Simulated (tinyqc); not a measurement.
MP2 on RHF in the sto-3g basis, for H3O+, spin multiplicity 1, step by step (part 1 of 2). Computed by tinyqc, a small Python program that keeps every step (integrals from PySCF). Settings: charge = 1, multiplicity = 1, basis = sto-3g, method = RHF, energy threshold = 1e-10, iteration cap = 69, orthogonalisation = canonical, start = atomic densities, DIIS depth = 6. Command: `OMP_NUM_THREADS=1 python tinyqc.py 31058 31059 out.jsonl` (the two numbers bound the seeds that draw the settings). One thread of a shared host (Intel(R) Xeon(R) Processor @ 2.60GHz), about 0.1 s of CPU time with the checks. The early iterations of the SCF are left out here.

## One-electron integrals

Geometry (angstrom):
```
atom          x          y         z
O      0.000000   0.000000  0.341000
H      0.869000   0.000000  0.000000
H     -0.434000   0.752000  0.000000
H     -0.434000  -0.752000  0.000000
```

Basis sto-3g: exponents (1/bohr^2) and contraction coefficients of normalised primitives:
```
element  l (shell)    exponent  coefficient
O            s (1)  130.709320     0.154329
O            s (1)   23.808861     0.535328
O            s (1)    6.443608     0.444635
O            s (2)    5.033151    -0.099967
O            s (2)    1.169596     0.399513
O            s (2)    0.380389     0.700115
O            p (3)    5.033151     0.155916
O            p (3)    1.169596     0.607684
O            p (3)    0.380389     0.391957
H            s (1)    3.425251     0.154329
H            s (1)    0.623914     0.535328
H            s (1)    0.168855     0.444635
```

Overlap, kinetic and nuclear-attraction integrals over the contracted functions; the nuclear repulsion is the sum of Za Zb / Rab.

nuclear repulsion = 14.66694629 hartree

overlap S, order 1O 1s, 1O 2s, 1O 2px, 1O 2py, 1O 2pz, 2H 1s, 3H 1s, 4H 1s:
```
[[1.000000, 0.236704, 0.000000, 0.000000, 0.000000, 0.057093, 0.057187, 0.057187],
 [0.236704, 1.000000, 0.000000, 0.000000, 0.000000, 0.490477, 0.490942, 0.490942],
 [0.000000, 0.000000, 1.000000, 0.000000, 0.000000, 0.373807, -0.186937, -0.186937],
 [0.000000, 0.000000, 0.000000, 1.000000, 0.000000, 0.000000, 0.323909, -0.323909],
 [0.000000, 0.000000, 0.000000, 0.000000, 1.000000, -0.146684, -0.146879, -0.146879],
 [0.057093, 0.490477, 0.373807, 0.000000, -0.146684, 1.000000, 0.255162, 0.255162],
 [0.057187, 0.490942, -0.186937, 0.323909, -0.146879, 0.255162, 1.000000, 0.255319],
 [0.057187, 0.490942, -0.186937, -0.323909, -0.146879, 0.255162, 0.255319, 1.000000]]
```

kinetic energy T (hartree), order 1O 1s, 1O 2s, 1O 2px, 1O 2py, 1O 2pz, 2H 1s, 3H 1s, 4H 1s:
```
[[29.003200, -0.168011, 0.000000, 0.000000, 0.000000, -0.000724, -0.000668, -0.000668],
 [-0.168011, 0.808128, 0.000000, 0.000000, 0.000000, 0.140311, 0.140665, 0.140665],
 [0.000000, 0.000000, 2.528731, 0.000000, 0.000000, 0.281911, -0.141157, -0.141157],
 [0.000000, 0.000000, 0.000000, 2.528731, 0.000000, 0.000000, 0.244586, -0.244586],
 [0.000000, 0.000000, 0.000000, 0.000000, 2.528731, -0.110623, -0.110909, -0.110909],
 [-0.000724, 0.140311, 0.281911, 0.000000, -0.110623, 0.760032, 0.009266, 0.009266],
 [-0.000668, 0.140665, -0.141157, 0.244586, -0.110909, 0.009266, 0.760032, 0.009302],
 [-0.000668, 0.140665, -0.141157, -0.244586, -0.110909, 0.009266, 0.009302, 0.760032]]
```

nuclear attraction V (hartree), order 1O 1s, 1O 2s, 1O 2px, 1O 2py, 1O 2pz, 2H 1s, 3H 1s, 4H 1s:
```
[[-62.319906, -7.585820, 0.000017, 0.000000, 0.017913, -1.883161, -1.886320, -1.886320],
 [-7.585820, -10.727168, 0.000142, 0.000000, 0.208703, -4.262464, -4.267433, -4.267433],
 [0.000017, 0.000142, -10.693159, 0.000000, -0.000088, -2.897567, 1.449473, 1.449473],
 [0.000000, 0.000000, 0.000000, -10.693385, 0.000000, 0.000000, -2.511492, 2.511492],
 [0.017913, 0.208703, -0.000088, 0.000000, -10.574409, 1.205407, 1.207308, 1.207308],
 [-1.883161, -4.262464, -2.897567, 0.000000, 1.205407, -6.281317, -1.770690, -1.770690],
 [-1.886320, -4.267433, 1.449473, -2.511492, 1.207308, -1.770690, -6.284173, -1.772175],
 [-1.886320, -4.267433, 1.449473, 2.511492, 1.207308, -1.770690, -1.772175, -6.284173]]
```

core Hamiltonian H = T + V (hartree), order 1O 1s, 1O 2s, 1O 2px, 1O 2py, 1O 2pz, 2H 1s, 3H 1s, 4H 1s:
```
[[-33.316706, -7.753831, 0.000017, 0.000000, 0.017913, -1.883885, -1.886988, -1.886988],
 [-7.753831, -9.919040, 0.000142, 0.000000, 0.208703, -4.122153, -4.126768, -4.126768],
 [0.000017, 0.000142, -8.164428, 0.000000, -0.000088, -2.615656, 1.308316, 1.308316],
 [0.000000, 0.000000, 0.000000, -8.164654, 0.000000, 0.000000, -2.266907, 2.266907],
 [0.017913, 0.208703, -0.000088, 0.000000, -8.045678, 1.094784, 1.096399, 1.096399],
 [-1.883885, -4.122153, -2.615656, 0.000000, 1.094784, -5.521285, -1.761425, -1.761425],
 [-1.886988, -4.126768, 1.308316, -2.266907, 1.096399, -1.761425, -5.524141, -1.762873],
 [-1.886988, -4.126768, 1.308316, 2.266907, 1.096399, -1.761425, -1.762873, -5.524141]]
```

## Two-electron integrals

Functions are numbered as in S; the eight-fold symmetry (ij|kl) = (ji|kl) = (kl|ij) leaves the list below.

Two-electron integrals (ij|kl) in chemists' order, unique and non-zero (hartree):
```
(11|11) 4.785065    (21|11) 0.741380    (21|21) 0.136873    (22|11) 1.118947
(22|21) 0.256633    (22|22) 0.817206    (31|31) 0.024477    (32|31) 0.037809
(32|32) 0.180518    (33|11) 1.115814    (33|21) 0.256684    (33|22) 0.817023
(33|33) 0.880159    (41|41) 0.024477    (42|41) 0.037809    (42|42) 0.180518
(43|43) 0.047444    (44|11) 1.115814    (44|21) 0.256684    (44|22) 0.817023
(44|33) 0.785270    (44|44) 0.880159    (51|51) 0.024477    (52|51) 0.037809
(52|52) 0.180518    (53|53) 0.047444    (54|54) 0.047444    (55|11) 1.115814
(55|21) 0.256684    (55|22) 0.817023    (55|33) 0.785270    (55|44) 0.785270
(55|55) 0.880159    (61|11) 0.181844    (61|21) 0.033266    (61|22) 0.061894
(61|31) 0.001419    (61|32) 0.002646    (61|33) 0.062087    (61|44) 0.061778
(61|51) -0.000557   (61|52) -0.001038   (61|53) -0.000121   (61|55) 0.061826
(61|61) 0.008189    (62|11) 0.420377    (62|21) 0.097526    (62|22) 0.341272
(62|31) 0.006770    (62|32) 0.050628    (62|33) 0.349963    (62|44) 0.335668
(62|51) -0.002656   (62|52) -0.019867   (62|53) -0.005609   (62|55) 0.337869
(62|61) 0.024119    (62|62) 0.173029    (63|11) 0.272896    (63|21) 0.064162
(63|22) 0.239841    (63|31) 0.014397    (63|32) 0.093923    (63|33) 0.260061
(63|44) 0.228837    (63|51) -0.001542   (63|52) -0.013324   (63|53) -0.008072
(63|55) 0.230364    (63|61) 0.016605    (63|62) 0.147712    (63|63) 0.150084
(64|41) 0.010468    (64|42) 0.059969    (64|43) 0.010653    (64|54) -0.004180
(64|64) 0.025354    (65|11) -0.107086   (65|21) -0.025178   (65|22) -0.094115
(65|31) -0.001542   (65|32) -0.013324   (65|33) -0.093689   (65|44) -0.089797
(65|51) 0.011073    (65|52) 0.065198    (65|53) 0.012180    (65|55) -0.098757
(65|61) -0.006516   (65|62) -0.057963   (65|63) -0.048945   (65|65) 0.044560
(66|11) 0.543408    (66|21) 0.128115    (66|22) 0.511870    (66|31) 0.012048
(66|32) 0.122036    (66|33) 0.544728    (66|44) 0.490997    (66|51) -0.004728
(66|52) -0.047888   (66|53) -0.021084   (66|55) 0.499270    (66|61) 0.032007
(66|62) 0.319319    (66|63) 0.311547    (66|65) -0.122253   (66|66) 0.774606
(71|11) 0.182148    (71|21) 0.033321    (71|22) 0.061997    (71|31) -0.000710
(71|32) -0.001324   (71|33) 0.061957    (71|41) 0.001231    (71|42) 0.002295
(71|43) -0.000134   (71|44) 0.062112    (71|51) -0.000558   (71|52) -0.001041
(71|53) 0.000061    (71|54) -0.000105   (71|55) 0.061928    (71|61) 0.008072
(71|62) 0.023381    (71|63) 0.015011    (71|64) 0.000632    (71|65) -0.006320
(71|66) 0.030619    (71|71) 0.008216    (72|11) 0.420877    (72|21) 0.097641
(72|22) 0.341650    (72|31) -0.003387   (72|32) -0.025326   (72|33) 0.339615
(72|41) 0.005869    (72|42) 0.043883    (72|43) -0.006192   (72|44) 0.346770
(72|51) -0.002661   (72|52) -0.019899   (72|53) 0.002808    (72|54) -0.004865
(72|55) 0.338248    (72|61) 0.023370    (72|62) 0.141533    (72|63) 0.091549
(72|64) 0.014966    (72|65) -0.046100   (72|66) 0.216164    (72|71) 0.024188
(72|72) 0.173381    (73|11) -0.136511   (73|21) -0.032096   (73|22) -0.119967
(73|31) 0.011465    (73|32) 0.068532    (73|33) -0.126361   (73|41) -0.001702
(73|42) -0.014706   (73|43) 0.011382    (73|44) -0.118183   (73|51) 0.000772
(73|52) 0.006668    (73|53) -0.005161   (73|54) 0.001687    (73|55) -0.115228
(73|61) -0.006949   (73|62) -0.032769   (73|63) -0.001517   (73|64) -0.002738
(73|65) 0.010339    (73|66) -0.033735   (73|71) -0.008320   (73|72) -0.073953
(73|73) 0.056614    (74|11) 0.236535    (74|21) 0.055613    (74|22) 0.207870
(74|31) -0.001702   (74|32) -0.014706   (74|33) 0.200478    (74|41) 0.013432
(74|42) 0.085526    (74|43) -0.009050   (74|44) 0.223248    (74|51) -0.001337
(74|52) -0.011555   (74|53) 0.001687    (74|54) -0.007111   (74|55) 0.199657
(74|61) 0.013305    (74|62) 0.086735    (74|63) 0.055414    (74|64) 0.028874
(74|65) -0.027719   (74|66) 0.133218    (74|71) 0.014417    (74|72) 0.128140
(74|73) -0.054063   (74|74) 0.119089    (75|11) -0.107259   (75|21) -0.025218
(75|22) -0.094260   (75|31) 0.000772    (75|32) 0.006668    (75|33) -0.090908
(75|41) -0.001337   (75|42) -0.011555   (75|43) 0.001687    (75|44) -0.092858
(75|51) 0.011089    (75|52) 0.065285    (75|53) -0.006095   (75|54) 0.010561
(75|55) -0.098911   (75|61) -0.006320   (75|62) -0.046115   (75|63) -0.029200
(75|64) -0.004900   (75|65) 0.034877    (75|66) -0.077341   (75|71) -0.006537
(75|72) -0.058106   (75|73) 0.024515    (75|74) -0.042478   (75|75) 0.044675
(76|11) 0.166852    (76|21) 0.039026    (76|22) 0.147001    (76|31) 0.001090
(76|32) 0.009491    (76|33) 0.147036    (76|41) 0.001886    (76|42) 0.016417
(76|43) 0.000451    (76|44) 0.147551    (76|51) -0.001710   (76|52) -0.014887
(76|53) -0.001586   (76|54) -0.002745   (76|55) 0.146263    (76|61) 0.009546
(76|62) 0.073003    (76|63) 0.057741    (76|64) 0.007112    (76|65) -0.027493
(76|66) 0.136641    (76|71) 0.009562    (76|72) 0.073068    (76|73) -0.022703
(76|74) 0.053587    (76|75) -0.027527   (76|76) 0.036918    (77|11) 0.543750
(77|21) 0.128195    (77|22) 0.512125    (77|31) -0.006027   (77|32) -0.061028
(77|33) 0.504670    (77|41) 0.010444    (77|42) 0.105744    (77|43) -0.023268
(77|44) 0.531559    (77|51) -0.004736   (77|52) -0.047951   (77|53) 0.010551
(77|54) -0.018282   (77|55) 0.499531    (77|61) 0.030587    (77|62) 0.216029
(77|63) 0.132233    (77|64) 0.037339    (77|65) -0.077277   (77|66) 0.344889
(77|71) 0.032080    (77|72) 0.319705    (77|73) -0.155853   (77|74) 0.270049
(77|75) -0.122456   (77|76) 0.136641    (77|77) 0.774606    (81|11) 0.182148
(81|21) 0.033321    (81|22) 0.061997    (81|31) -0.000710   (81|32) -0.001324
(81|33) 0.061957    (81|41) -0.001231   (81|42) -0.002295   (81|43) 0.000134
(81|44) 0.062112    (81|51) -0.000558   (81|52) -0.001041   (81|53) 0.000061
(81|54) 0.000105    (81|55) 0.061928    (81|61) 0.008072    (81|62) 0.023381
(81|63) 0.015011    (81|64) -0.000632   (81|65) -0.006320   (81|66) 0.030619
(81|71) 0.008085    (81|72) 0.023409    (81|73) -0.008057   (81|74) 0.012694
(81|75) -0.006330   (81|76) 0.009314    (81|77) 0.030637    (81|81) 0.008216
(82|11) 0.420877    (82|21) 0.097641    (82|22) 0.341650    (82|31) -0.003387
(82|32) -0.025326   (82|33) 0.339615    (82|41) -0.005869   (82|42) -0.043883
(82|43) 0.006192    (82|44) 0.346770    (82|51) -0.002661   (82|52) -0.019899
(82|53) 0.002808    (82|54) 0.004865    (82|55) 0.338248    (82|61) 0.023370
(82|62) 0.141533    (82|63) 0.091549    (82|64) -0.014966   (82|65) -0.046100
(82|66) 0.216164    (82|71) 0.023409    (82|72) 0.141683    (82|73) -0.058757
(82|74) 0.071843    (82|75) -0.046167   (82|76) 0.060996    (82|77) 0.216248
(82|81) 0.024188    (82|82) 0.173381    (83|11) -0.136511   (83|21) -0.032096
(83|22) -0.119967   (83|31) 0.011465    (83|32) 0.068532    (83|33) -0.126361
(83|41) 0.001702    (83|42) 0.014706    (83|43) -0.011382   (83|44) -0.118183
(83|51) 0.000772    (83|52) 0.006668    (83|53) -0.005161   (83|54) -0.001687
(83|55) -0.115228   (83|61) -0.006949   (83|62) -0.032769   (83|63) -0.001517
(83|64) 0.002738    (83|65) 0.010339    (83|66) -0.033735   (83|71) -0.008057
(83|72) -0.058757   (83|73) 0.044104    (83|74) -0.029085   (83|75) 0.018852
(83|76) -0.018562   (83|77) -0.098485   (83|81) -0.008320   (83|82) -0.073953
(83|83) 0.056614    (84|11) -0.236535   (84|21) -0.055613   (84|22) -0.207870
(84|31) 0.001702    (84|32) 0.014706    (84|33) -0.200478   (84|41) 0.013432
(84|42) 0.085526    (84|43) -0.009050   (84|44) -0.223248   (84|51) 0.001337
(84|52) 0.011555    (84|53) -0.001687   (84|54) -0.007111   (84|55) -0.199657
(84|61) -0.013305   (84|62) -0.086735   (84|63) -0.055414   (84|64) 0.028874
(84|65) 0.027719    (84|66) -0.133218   (84|71) -0.012694   (84|72) -0.071843
(84|73) 0.029085    (84|74) -0.016736   (84|75) 0.022853    (84|76) -0.032172
(84|77) -0.095887   (84|81) -0.014417   (84|82) -0.128140   (84|83) 0.054063
(84|84) 0.119089    (85|11) -0.107259   (85|21) -0.025218   (85|22) -0.094260
(85|31) 0.000772    (85|32) 0.006668    (85|33) -0.090908   (85|41) 0.001337
(85|42) 0.011555    (85|43) -0.001687   (85|44) -0.092858   (85|51) 0.011089
(85|52) 0.065285    (85|53) -0.006095   (85|54) -0.010561   (85|55) -0.098911
(85|61) -0.006320   (85|62) -0.046115   (85|63) -0.029200   (85|64) 0.004900
(85|65) 0.034877    (85|66) -0.077341   (85|71) -0.006330   (85|72) -0.046167
(85|73) 0.018852    (85|74) -0.022853   (85|75) 0.034923    (85|76) -0.022325
(85|77) -0.077381   (85|81) -0.006537   (85|82) -0.058106   (85|83) 0.024515
(85|84) 0.042478    (85|85) 0.044675    (86|11) 0.166852    (86|21) 0.039026
(86|22) 0.147001    (86|31) 0.001090    (86|32) 0.009491    (86|33) 0.147036
(86|41) -0.001886   (86|42) -0.016417   (86|43) -0.000451   (86|44) 0.147551
(86|51) -0.001710   (86|52) -0.014887   (86|53) -0.001586   (86|54) 0.002745
(86|55) 0.146263    (86|61) 0.009546    (86|62) 0.073003    (86|63) 0.057741
(86|64) -0.007112   (86|65) -0.027493   (86|66) 0.136641    (86|71) 0.009314
(86|72) 0.060996    (86|73) -0.018562   (86|74) 0.032172    (86|75) -0.022325
(86|76) 0.031120    (86|77) 0.095530    (86|81) 0.009562    (86|82) 0.073068
(86|83) -0.022703   (86|84) -0.053587   (86|85) -0.027527   (86|86) 0.036918
(87|11) 0.167000    (87|21) 0.039060    (87|22) 0.147120    (87|31) -0.002179
(87|32) -0.018968   (87|33) 0.147928    (87|44) 0.146894    (87|51) -0.001712
(87|52) -0.014903   (87|53) 0.003172    (87|55) 0.146383    (87|61) 0.009307
(87|62) 0.060980    (87|63) 0.037157    (87|65) -0.022313   (87|66) 0.095571
(87|71) 0.009570    (87|72) 0.073125    (87|73) -0.035063   (87|74) 0.046505
(87|75) -0.027550   (87|76) 0.031137    (87|77) 0.136742    (87|81) 0.009570
(87|82) 0.073125    (87|83) -0.035063   (87|84) -0.046505   (87|85) -0.027550
(87|86) 0.031137    (87|87) 0.036967    (88|11) 0.543750    (88|21) 0.128195
(88|22) 0.512125    (88|31) -0.006027   (88|32) -0.061028   (88|33) 0.504670
(88|41) -0.010444   (88|42) -0.105744   (88|43) 0.023268    (88|44) 0.531559
(88|51) -0.004736   (88|52) -0.047951   (88|53) 0.010551    (88|54) 0.018282
(88|55) 0.499531    (88|61) 0.030587    (88|62) 0.216029    (88|63) 0.132233
(88|64) -0.037339   (88|65) -0.077277   (88|66) 0.344889    (88|71) 0.030637
(88|72) 0.216248    (88|73) -0.098485   (88|74) 0.095887    (88|75) -0.077381
(88|76) 0.095530    (88|77) 0.344978    (88|81) 0.032080    (88|82) 0.319705
(88|83) -0.155853   (88|84) -0.270049   (88|85) -0.122456   (88|86) 0.136641
(88|87) 0.136742    (88|88) 0.774606
```

## Orthogonalisation

S = U s U^T; canonical form X = U s^(-1/2), so that X^T S X = 1. Each column of U has its largest component positive (the first on a tie).

eigenvalues of S: [0.309505, 0.396808, 0.397165, 0.925810, 1.058112, 1.347727, 1.347872, 2.217000]

X, order 1O 1s, 1O 2s, 1O 2px, 1O 2py, 1O 2pz, 2H 1s, 3H 1s, 4H 1s:
```
[[-0.326108, 0.000000, 0.000964, 0.752479, 0.623926, -0.000012, 0.000000, 0.118179],
 [1.383233, 0.000000, -0.003081, -0.153832, 0.219561, 0.000045, 0.000000, 0.388660],
 [-0.002624, 0.000000, -0.959714, 0.000183, 0.000011, 0.685975, 0.000000, -0.000080],
 [0.000000, 0.960096, 0.000000, 0.000000, 0.000000, 0.000000, 0.685959, 0.000000],
 [-0.380339, 0.000000, 0.000712, -0.672153, 0.694547, 0.000053, 0.000000, -0.109388],
 [-0.593108, 0.000000, 1.033187, -0.113258, -0.091649, 0.425532, 0.000000, 0.302115],
 [-0.597849, -0.893959, -0.514445, -0.113202, -0.091635, -0.212546, 0.368354, 0.302323],
 [-0.597849, 0.893959, -0.514445, -0.113202, -0.091635, -0.212546, -0.368354, 0.302323]]
```

## Iteration 8 (converged): orbitals

converged F (hartree), order 1O 1s, 1O 2s, 1O 2px, 1O 2py, 1O 2pz, 2H 1s, 3H 1s, 4H 1s:
```
[[-20.885925, -5.315870, 0.000012, 0.000000, 0.023388, -1.299624, -1.301747, -1.301747],
 [-5.315870, -3.040836, 0.000173, 0.000000, 0.149302, -1.315356, -1.316801, -1.316801],
 [0.000012, 0.000173, -0.960846, 0.000000, -0.000101, -0.645575, 0.322836, 0.322836],
 [0.000000, 0.000000, 0.000000, -0.961125, 0.000000, 0.000000, -0.559343, 0.559343],
 [0.023388, 0.149302, -0.000101, 0.000000, -0.958152, 0.309039, 0.309412, 0.309412],
 [-1.299624, -1.315356, -0.645575, 0.000000, 0.309039, -0.979764, -0.519966, -0.519966],
 [-1.301747, -1.316801, 0.322836, -0.559343, 0.309412, -0.519966, -0.980862, -0.520444],
 [-1.301747, -1.316801, 0.322836, 0.559343, 0.309412, -0.519966, -0.520444, -0.980862]]
```

Diagonalise F' = X^T F X, C = X C', fill 5 alpha and 5 beta electrons from the bottom; D = 2 C_occ C_occ^T. Each column has its largest component positive (the first on a tie).

F' = X^T F X (hartree):
```
[[-0.271739, 0.000000, 0.002134, 1.461851, 1.161958, -0.000018, 0.000000, -0.139488],
 [0.000000, 0.298458, 0.000000, 0.000000, 0.000000, 0.000000, -0.039389, 0.000000],
 [0.002134, 0.000000, 0.297795, -0.005563, -0.004684, 0.039466, 0.000000, -0.000271],
 [1.461851, 0.000000, -0.005563, -10.502041, -9.150702, 0.000208, 0.000000, -3.691943],
 [1.161958, 0.000000, -0.004684, -9.150702, -9.693764, 0.000162, 0.000000, -3.559895],
 [-0.000018, 0.000000, 0.039466, 0.000208, 0.000162, -1.142253, 0.000000, 0.000237],
 [0.000000, -0.039389, 0.000000, 0.000000, 0.000000, 0.000000, -1.142522, 0.000000],
 [-0.139488, 0.000000, -0.000271, -3.691943, -3.559895, 0.000237, 0.000000, -3.085957]]
```

orbital energies (hartree): [-20.894986, -1.849261, -1.143598, -1.143334, -0.953200, 0.143938, 0.298884, 0.299534]

coefficients C, order 1O 1s, 1O 2s, 1O 2px, 1O 2py, 1O 2pz, 2H 1s, 3H 1s, 4H 1s:
```
[[0.993877, -0.237775, 0.000000, -0.000070, -0.072112, -0.162146, -0.000430, 0.000000],
 [0.028856, 0.858402, 0.000000, 0.000392, 0.353986, 1.128391, 0.003390, 0.000000],
 [-0.000004, -0.000169, 0.000000, 0.711990, -0.000289, 0.002179, -0.940577, 0.000000],
 [0.000000, 0.000000, 0.711918, 0.000000, 0.000000, 0.000000, 0.000000, 0.941008],
 [-0.003657, -0.149486, 0.000000, 0.000265, 0.928348, -0.454552, -0.001370, 0.000000],
 [-0.005475, 0.093462, 0.000000, 0.397041, -0.091740, -0.673642, 1.041256, 0.000000],
 [-0.005484, 0.093625, 0.343808, -0.198431, -0.091622, -0.670440, -0.523267, -0.903683],
 [-0.005484, 0.093625, -0.343808, -0.198431, -0.091622, -0.670440, -0.523267, 0.903683]]
```

D after iteration 8, order 1O 1s, 1O 2s, 1O 2px, 1O 2py, 1O 2pz, 2H 1s, 3H 1s, 4H 1s:
```
[[2.099059, -0.401907, 0.000014, 0.000000, -0.070070, -0.042154, -0.042183, -0.042183],
 [-0.401907, 1.725985, 0.000062, 0.000000, 0.400396, 0.095502, 0.095398, 0.095398],
 [0.000014, 0.000062, 1.013859, 0.000000, -0.000109, 0.565400, -0.282541, -0.282541],
 [0.000000, 0.000000, 0.000000, 1.013656, 0.000000, 0.000000, 0.489526, -0.489526],
 [-0.070070, 0.400396, -0.000109, 0.000000, 1.768379, -0.198026, -0.198170, -0.198170],
 [-0.042154, 0.095502, 0.565400, 0.000000, -0.198026, 0.349646, -0.123199, -0.123199],
 [-0.042183, 0.095398, -0.282541, 0.489526, -0.198170, -0.123199, 0.349538, -0.123277],
 [-0.042183, 0.095398, -0.282541, -0.489526, -0.198170, -0.123199, -0.123277, 0.349538]]
```
